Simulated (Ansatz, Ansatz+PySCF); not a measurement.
```xyz
2

O    -0.2904    0.0000   -1.6396
O     0.8913    0.0000   -1.6396
```

Basis set: cc-pVTZ (spherical functions). Frozen core: 2 orbitals. Correlation on ROHF uses semicanonical orbitals with singles. Charge 0, multiplicity 3.

Computed with Ansatz (development build ahead of 0.2.0); each method stands on the lowest determinant of its kind that the runs found.

The atomization energy at this shape (free ground-state atoms in the same class of orbitals less the molecule, no zero-point energy) of triplet O2:

```json
{"method": "UHF-CCSD", "atomization energy": "4.59 eV"}
{"method": "ROHF-MP2", "atomization energy": "5.81 eV"}
{"method": "UHF-MP2", "atomization energy": "5.39 eV"}
```

Question: What does UHF-CCSD(T) give?

Answer: 4.89 eV.
